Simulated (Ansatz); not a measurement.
## Ansatz (development build ahead of 0.2.0) run

```yaml
crystal:
  periodic: [false, false, false]
  atoms:
    - { symbol: C, position_ang: [0.0, 0.0, 0.65748] }
    - { symbol: C, position_ang: [0.0, 0.0, -0.65748] }
    - { symbol: H, position_ang: [0.0, 0.92283, 1.22769] }
    - { symbol: H, position_ang: [0.0, -0.92283, 1.22769] }
    - { symbol: H, position_ang: [0.0, 0.92283, -1.22769] }
    - { symbol: H, position_ang: [0.0, -0.92283, -1.22769] }
basis:
  gaussian: { orbitals: cc-pVTZ }
hamiltonian:
  xc: hf
correlation:
  method: mp2
  frozen_orbitals: { C: 1, H: 0 }
output:
  forces: true
```

The input is written out in the form of the current development build from the run's settings.

Results

| Quantity | Value |
| --- | --- |
| Converged | yes |
| Reference energy | -78.06412 hartree |
| Correlation energy | -0.33481 hartree |
| Total energy | -78.39893 hartree |
| Spin squared of the determinant | 0.000 |
| Stability test | minimum among restricted orbitals |
| Occupied orbitals by symmetry in an Abelian subgroup (alpha; beta) | 3 Ag 2 B1u 1 B2u 1 B3g 1 B3u; 3 Ag 2 B1u 1 B2u 1 B3g 1 B3u |

Forces (eV/Å):
```csv
atom,Fx,Fy,Fz
C1,0.000,0.000,1.221
C2,0.000,0.000,-1.221
H3,0.000,-0.108,-0.096
H4,0.000,0.108,-0.096
H5,0.000,-0.108,0.096
H6,0.000,0.108,0.096
```
